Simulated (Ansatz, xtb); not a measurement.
## Isomers of CH4ClSi in order of energy

3 gas-phase structures of CH4ClSi, found in a search over its isomers (lower ones may exist). Each was relaxed with GFN2-xTB; where two conformers were screened, the lower at r2SCAN-D4/def2-SVP is listed:

A. `[SiH2]CCl`, a doublet
B. `C[SiH]Cl`, a doublet
C. `[CH2][SiH2]Cl`, a doublet

Which do you expect lowest at r2SCAN-D4/def2-SVP, and how would the others follow?

Calculated order at r2SCAN-D4/def2-SVP: B (0.0), C (12.6), A (41.9) kcal/mol.

Energies above the lowest of each column, in kcal/mol; the last columns are at B3LYP-D3(BJ)/def2-SVP geometries and were run for some of them only (a dash: not run or not comparable):

```json
{"structure": "B", "GFN2-xTB": "0.0", "HF/STO-3G": "0.0", "r2SCAN-D4/def2-SVP": "0.0", "B3LYP-D3(BJ)/def2-SVP": "0.0", "CCSD(T)/def2-SVP + ΔMP2/def2-TZVPP": "0.0"}
{"structure": "C", "GFN2-xTB": "15.0", "HF/STO-3G": "6.7", "r2SCAN-D4/def2-SVP": "12.6", "B3LYP-D3(BJ)/def2-SVP": "12.7", "CCSD(T)/def2-SVP + ΔMP2/def2-TZVPP": "11.5"}
{"structure": "A", "GFN2-xTB": "31.7", "HF/STO-3G": "44.8", "r2SCAN-D4/def2-SVP": "41.9", "B3LYP-D3(BJ)/def2-SVP": "–", "CCSD(T)/def2-SVP + ΔMP2/def2-TZVPP": "–"}
```

Every level run on B puts it lowest or level with the lowest. Flexible structures stand in one conformer each, not always the lowest. Frequencies (B3LYP-D3(BJ)/def2-SVP) were run for B, C alone. Open shells are spin-unrestricted. ΔMP2 is the change of the MP2 energy from the smaller to the larger basis.

Programs: Ansatz 0.2.0, xtb 6.7.1.
